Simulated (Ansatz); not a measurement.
Born–Oppenheimer molecular dynamics of C2H6Al (9 atoms, charge -1, multiplicity 1). It goes on from the last frame of an earlier run, with new velocities.

All numbers below come from Ansatz, UKS B3LYP/6-31G.

```
ensemble        : NVT, Langevin thermostat
time step       : 0.5 fs
steps asked     : 150
set temperature : 3000 K
friction        : 0.005 /fs
seed            : 270778
```

Frames 0.5 fs apart, positions in Å.

Velocities at 45.0 fs (Å/ps):

```
C 13.20 11.90 18.34
Al -2.36 1.94 -0.15
C -13.33 8.14 5.94
H 8.53 -34.78 57.85
H 49.91 16.03 -22.58
H -4.42 20.48 6.68
H 3.31 -2.73 -1.57
H 26.27 17.15 27.88
H 5.33 -81.24 -15.16
```

```xyz
9
Properties=species:S:1:pos:R:3 time_fs=45.0 energy_less_start_eV=1.187 T=1274
C -0.513 1.406 -1.601
Al -0.081 0.690 0.107
C 0.444 -1.224 1.472
H -0.964 0.924 -2.375
H -0.014 2.273 -1.825
H 0.586 1.876 1.055
H -0.329 -1.668 1.993
H 0.956 -1.951 0.911
H 1.059 -0.614 1.999
9
Properties=species:S:1:pos:R:3 time_fs=45.5 energy_less_start_eV=1.226 T=1224
C -0.506 1.411 -1.592
Al -0.082 0.691 0.107
C 0.437 -1.220 1.475
H -0.961 0.907 -2.349
H 0.012 2.286 -1.837
H 0.583 1.886 1.057
H -0.330 -1.671 1.994
H 0.969 -1.943 0.925
H 1.066 -0.653 1.994
9
Properties=species:S:1:pos:R:3 time_fs=46.0 energy_less_start_eV=1.200 T=1259
C -0.499 1.416 -1.583
Al -0.083 0.692 0.107
C 0.430 -1.215 1.477
H -0.961 0.885 -2.330
H 0.041 2.304 -1.852
H 0.582 1.894 1.058
H -0.334 -1.676 1.999
H 0.983 -1.937 0.936
H 1.082 -0.686 1.996
9
Properties=species:S:1:pos:R:3 time_fs=46.5 energy_less_start_eV=1.121 T=1312
C -0.493 1.422 -1.572
Al -0.084 0.694 0.107
C 0.423 -1.210 1.478
H -0.962 0.858 -2.318
H 0.069 2.321 -1.865
H 0.580 1.901 1.059
H -0.342 -1.683 2.008
H 0.998 -1.931 0.948
H 1.104 -0.711 2.005
9
Properties=species:S:1:pos:R:3 time_fs=47.0 energy_less_start_eV=1.038 T=1388
C -0.487 1.427 -1.562
Al -0.085 0.696 0.108
C 0.414 -1.206 1.478
H -0.965 0.825 -2.311
H 0.093 2.337 -1.876
H 0.578 1.908 1.061
H -0.354 -1.690 2.022
H 1.013 -1.927 0.957
H 1.131 -0.731 2.020
9
Properties=species:S:1:pos:R:3 time_fs=47.5 energy_less_start_eV=1.015 T=1400
C -0.482 1.433 -1.551
Al -0.086 0.697 0.108
C 0.406 -1.201 1.477
H -0.968 0.791 -2.306
H 0.113 2.353 -1.886
H 0.575 1.917 1.061
H -0.369 -1.698 2.036
H 1.028 -1.925 0.964
H 1.162 -0.747 2.039
9
Properties=species:S:1:pos:R:3 time_fs=48.0 energy_less_start_eV=1.080 T=1391
C -0.476 1.438 -1.540
Al -0.086 0.698 0.109
C 0.397 -1.196 1.475
H -0.969 0.759 -2.299
H 0.132 2.366 -1.892
H 0.575 1.925 1.062
H -0.385 -1.707 2.051
H 1.044 -1.924 0.971
H 1.195 -0.762 2.063
9
Properties=species:S:1:pos:R:3 time_fs=48.5 energy_less_start_eV=1.215 T=1189
C -0.469 1.443 -1.529
Al -0.086 0.698 0.110
C 0.388 -1.192 1.474
H -0.969 0.730 -2.290
H 0.148 2.376 -1.898
H 0.575 1.935 1.062
H -0.399 -1.714 2.064
H 1.056 -1.923 0.977
H 1.227 -0.773 2.090
9
Properties=species:S:1:pos:R:3 time_fs=49.0 energy_less_start_eV=1.385 T=1042
C -0.464 1.446 -1.518
Al -0.086 0.698 0.111
C 0.380 -1.188 1.472
H -0.965 0.703 -2.279
H 0.159 2.382 -1.903
H 0.575 1.946 1.063
H -0.410 -1.719 2.076
H 1.064 -1.922 0.980
H 1.257 -0.785 2.118
9
Properties=species:S:1:pos:R:3 time_fs=49.5 energy_less_start_eV=1.563 T=878
C -0.459 1.449 -1.508
Al -0.086 0.698 0.112
C 0.371 -1.184 1.470
H -0.958 0.682 -2.267
H 0.166 2.384 -1.905
H 0.575 1.957 1.063
H -0.419 -1.722 2.088
H 1.072 -1.920 0.979
H 1.282 -0.796 2.145
9
Properties=species:S:1:pos:R:3 time_fs=50.0 energy_less_start_eV=1.718 T=770
C -0.455 1.452 -1.499
Al -0.086 0.698 0.114
C 0.362 -1.179 1.468
H -0.950 0.665 -2.256
H 0.168 2.381 -1.905
H 0.575 1.968 1.063
H -0.425 -1.724 2.099
H 1.077 -1.917 0.977
H 1.302 -0.807 2.169
9
Properties=species:S:1:pos:R:3 time_fs=50.5 energy_less_start_eV=1.813 T=594
C -0.451 1.455 -1.491
Al -0.086 0.697 0.117
C 0.354 -1.175 1.465
H -0.939 0.653 -2.243
H 0.168 2.374 -1.902
H 0.574 1.978 1.064
H -0.428 -1.724 2.107
H 1.076 -1.913 0.973
H 1.313 -0.816 2.189
```

Of the whole run (75 fs, mean temperature of the second half 1265 K): The mean temperature of the second half is 58 % below the set value. A run of 0.075 ps of so small a system gives no equilibrium averages. Limits of this set-up: no polarisation functions, an anion without diffuse functions, the dipole of an ion depends on the origin.

Run time: 5.9 min on 1 CPU thread of a shared host.
